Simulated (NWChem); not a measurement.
System: methyl formate (C$_{2}$H$_{4}$O$_{2}$); SMILES C(OC)=O

Excerpt of the output:

```
             Northwest Computational Chemistry Package (NWChem) 7.3.0
             --------------------------------------------------------

                             Geometry "geometry" -> ""
                             -------------------------

 Output coordinates in angstroms (scale by  1.889725989 to convert to a.u.)

  No.       Tag          Charge          X              Y              Z
 ---- ---------------- ---------- -------------- -------------- --------------
    1 C                    6.0000    -0.50939800    -1.31859500     0.00259400
    2 O                    8.0000     0.67640600    -0.53795100     0.00144500
    3 C                    6.0000     0.50395600     0.78057800     0.00023600
    4 O                    8.0000    -0.55229500     1.34381400    -0.00018400
    5 H                    1.0000    -1.11537200    -1.11142500    -0.89194400
    6 H                    1.0000    -0.18913200    -2.36668900     0.00863100
    7 H                    1.0000    -1.11978000    -1.10231600     0.89193000
    8 H                    1.0000     1.49611800     1.27875800    -0.00027500

 Effective nuclear repulsion energy (a.u.)     122.8400347260

                              NWChem Property Module
                              ----------------------

  itol2e modified to match energy
  convergence criterion.

                                 NWChem DFT Module
                                 -----------------

 Summary of "ao basis" -> "ao basis" (spherical)
 ------------------------------------------------------------------------------
       Tag                 Description            Shells   Functions and Types
 ---------------- ------------------------------  ------  ---------------------
 C                          pcsseg-1                 7       17   3s3p1d
 O                          pcsseg-1                 7       17   3s3p1d
 H                          pcsseg-1                 3        5   2s1p

  itol2e modified to match energy
  convergence criterion.

[...]

          -----------------------------------------
          Chemical Shielding Tensors (GIAO, in ppm)
          -----------------------------------------

                                NWChem CPHF Module
                                ------------------

  scftype          =     RHF
  nclosed          =       16
  nopen            =        0
  variables        =     1152
  # of vectors     =        3
  tolerance        = 0.10D-03
  level shift      = 0.00D+00
  max iterations   =       50
  max subspace     =       30

 SCF residual:    2.1448796619417834E-004

Iterative solution of linear equations
  No. of variables     1152
  No. of equations        3
  Maximum subspace       30
        Iterations       50
       Convergence  1.0D-04

   iter   nsub   residual    time
   ----  ------  --------  ---------
     1      3    1.69D-04      27.7
     2      6    1.10D-08      29.4

      Atom:    1  C
        Diamagnetic
    254.7258      7.6547     -0.0068
      7.6547    250.2475     -0.0122
     -0.0068     -0.0122    242.3149

        Paramagnetic
   -106.8879     30.3117      0.0021
     30.3117   -127.2380     -0.0515
      0.0021     -0.0515   -126.6568

        Total Shielding Tensor
    147.8380     37.9664     -0.0048
     37.9664    123.0095     -0.0637
     -0.0048     -0.0637    115.6581

           isotropic =     128.8352
          anisotropy =      69.7996

          Principal Components and Axis System
                 1           2           3
              175.3683    115.6582     95.4791

      1         0.8096      0.0020     -0.5870
      2         0.5870     -0.0016      0.8096
      3        -0.0007      1.0000      0.0024

      Atom:    2  O
        Diamagnetic
    397.6627     10.9445     -0.0150
     10.9445    411.7890     -0.0349
     -0.0150     -0.0349    380.1205

        Paramagnetic
   -469.7645    -47.6442      0.1165
    -47.6442   -207.3558      0.0544
      0.1165      0.0544   -151.1510

        Total Shielding Tensor
    -72.1018    -36.6998      0.1015
    -36.6998    204.4332      0.0195
      0.1015      0.0195    228.9695

           isotropic =     120.4336
          anisotropy =     162.8038

          Principal Components and Axis System
                 1           2           3
              228.9695    209.2208    -76.8895

      1         0.0003     -0.1294      0.9916
      2         0.0004      0.9916      0.1294
      3         1.0000     -0.0003     -0.0003

      Atom:    3  C
        Diamagnetic
    258.7870     -8.5838      0.0052
     -8.5838    264.8282     -0.0234
      0.0052     -0.0234    237.0476

        Paramagnetic
   -238.0215    -56.8253      0.0255
    -56.8253   -309.5945      0.1359
      0.0255      0.1359   -171.2643

        Total Shielding Tensor
     20.7655    -65.4091      0.0307
    -65.4091    -44.7664      0.1125
      0.0307      0.1125     65.7833

           isotropic =      13.9275
          anisotropy =    -148.6276

          Principal Components and Axis System
                 1           2           3
              -85.1576     65.7836     61.1564

      1         0.5254     -0.0057      0.8508
      2         0.8508      0.0044     -0.5254
      3        -0.0007      1.0000      0.0071

      Atom:    4  O
        Diamagnetic
    408.4540    -10.8474      0.0057
    -10.8474    398.7488     -0.0063
      0.0057     -0.0063    394.1007

        Paramagnetic
   -716.6684     84.3253     -0.1913
     84.3253   -763.1449      0.7204
     -0.1913      0.7204   -105.2174

[...]
```

Level: LDA (Slater exchange, VWN5)/pcSseg-1, GIAO. All runs use the structure optimised with PBE0/def2-SVP. The output numbers the shielded atoms by their place in the input's list. The printed shielding anisotropy is the first printed principal value minus the mean of the other two.

Problem. Which NWChem input produces such a log?

Solution. Several could match; the one computed here: the input that was run:
```
start job
memory heap 200 mb stack 900 mb global 1100 mb
geometry units angstroms noautosym nocenter noautoz
  C     -0.509398    -1.318595     0.002594
  O      0.676406    -0.537951     0.001445
  C      0.503956     0.780578     0.000236
  O     -0.552295     1.343814    -0.000184
  H     -1.115372    -1.111425    -0.891944
  H     -0.189132    -2.366689     0.008631
  H     -1.119780    -1.102316     0.891930
  H      1.496118     1.278758    -0.000275
end
basis spherical
  * library pcsseg-1
end
dft
  xc slater vwn_5
  iterations 150
end
property
  shielding 7 1 2 3 4 5 6 8
end
task dft property
```
